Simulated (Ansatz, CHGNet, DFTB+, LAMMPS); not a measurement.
## Ladder of methods for the elastic constant C11 of bcc Nb

Reference value: 253 GPa (measured, 4 K, no zero-point or thermal correction; as tabulated in Wang et al. (2022), arXiv:2209.12322).

```json
[
 {"level (code)": "MEAM library.meam-Nb (LAMMPS)", "value (GPa)": "245", "cell (Å³/atom)": "17.98", "difference (%)": "-3.2"},
 {"level (code)": "GFN1-xTB (DFTB+)", "value (GPa)": "136", "cell (Å³/atom)": "19.11", "difference (%)": "-46"},
 {"level (code)": "CHGNet-r²SCAN (CHGNet)", "value (GPa)": "167", "cell (Å³/atom)": "18.30", "difference (%)": "-34"},
 {"level (code)": "LDA (Ansatz)", "value (GPa)": "278", "cell (Å³/atom)": "17.12", "difference (%)": "+9.9"},
 {"level (code)": "PBE (Ansatz)", "value (GPa)": "243", "cell (Å³/atom)": "18.13", "difference (%)": "-4.0"},
 {"level (code)": "r²SCAN (Ansatz)", "value (GPa)": "251", "cell (Å³/atom)": "18.02", "difference (%)": "-0.8"},
 {"level (code)": "HSE06 (Ansatz)", "value (GPa)": "267", "cell (Å³/atom)": "17.91", "difference (%)": "+5.5"}
]
```

Leaving aside MEAM library.meam-Nb, which can be fitted to such values or carry a doubt: Nearest, and too close to rank with a margin of 3.3 % (twice that across the reference) picked here for doubts on the reference and the settings, and for temperature and zero-point motion: r²SCAN (-0.8 %), PBE (-4.0 %), HSE06 (+5.5 %). GFN1-xTB (-46 %) misses by most. Within 20 %: LDA, PBE, r²SCAN, HSE06. The least costly first-principles kind among them: DFT without exact exchange (LDA, PBE, r²SCAN).

The measured value isn't corrected to a static lattice, so vibrations enter the comparison.  GFN1-xTB: the method was fitted mainly to molecules. LDA, PBE, r²SCAN, HSE06: the shear constants of this metal are likely not converged at this k mesh and smearing. HSE06: hybrids on metals are sensitive to the k mesh. Each level is taken at its own relaxed cell. Cutoffs and k meshes differ between the levels. Ansatz's density-functional and Hartree–Fock values are scalar-relativistic unless marked +SOC, with PAW data made under PBE.

Empirical potentials (MEAM library.meam-Nb) are fitted to chosen data, which need not cover the solid at hand: agreement can be built in, and what lay outside the fit can be far off. Machine-learned potentials (CHGNet-r²SCAN) are trained on DFT data, which may include these solids.

Differences are worked out from the printed values.

Ansatz is a quantum-chemistry and plane-wave program.
